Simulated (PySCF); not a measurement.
This PySCF input asks for the NMR shieldings of `[BH3-][PH3+]`, BH₆P; the geometry comes from GFN2-xTB.

```python
import basis_set_exchange as bse
import numpy as np
from pyscf import gto, dft
from pyscf.prop import nmr

atoms = """
B    -1.101985   -0.058313   -0.019203
P     0.801153    0.044138    0.008359
H    -1.461990    0.804459    0.718920
H    -1.399019    0.128706   -1.157630
H    -1.351772   -1.156767    0.367849
H     1.500883   -0.127924    1.192979
H     1.568528   -0.827378   -0.749612
H     1.453259    1.202491   -0.386228
"""
names = dict.fromkeys(["B", "P", "H"], "pcSseg-1")
basis = {el: gto.basis.parse(bse.get_basis(n, elements=[el], fmt="nwchem")) for el, n in names.items()}
mol = gto.M(atom=atoms, basis=basis, charge=0, verbose=0)
mf = dft.RKS(mol, xc="PBE0")
mf.grids.level = 2
mf.grids.alignment = dft.numint.BLKSIZE   # the property module wants whole blocks of grid points
mf.conv_tol = 1e-9
mf.kernel()

calc = nmr.RKS(mf)   # GIAO
C = mf.mo_coeff
Co = C[:, mf.mo_occ > 0]
resp = mf.gen_response(singlet=True, hermi=2)
def vind(x):   # induced exchange potential for any number of trial vectors
    d = np.einsum("pi,xij,qj->xpq", C, 2 * x.reshape(-1, C.shape[1], Co.shape[1]), Co, optimize=True)
    return np.einsum("xpq,pi,qj->xij", resp(d - d.transpose(0, 2, 1)), C, Co, optimize=True).ravel()
mo1, _ = nmr.rhf.solve_mo1(calc, with_cphf=vind)
sigma = calc.kernel(mo1)
for i, s in enumerate(sigma):   # ppm
    print("%2d %-2s %9.2f" % (i, mol.atom_pure_symbol(i), np.trace(s) / 3))
```

Problem. What does it print?

Solution. 
```
 0 B     157.00
 1 P     488.29
 2 H      30.87
 3 H      30.87
 4 H      30.87
 5 H      28.02
 6 H      28.02
 7 H      28.02
```

These numbers come from an equivalent density-fitted implementation of the same equations, which agrees with the script to about 0.01 ppm for H and up to a few tenths of a ppm for heavy atoms, so last digits may differ.

Size and cost of the density-fitted run: 71 basis functions, 5.4 s wall time (4.7 s CPU) on 1 thread of an x86-64 server CPU, shared host.
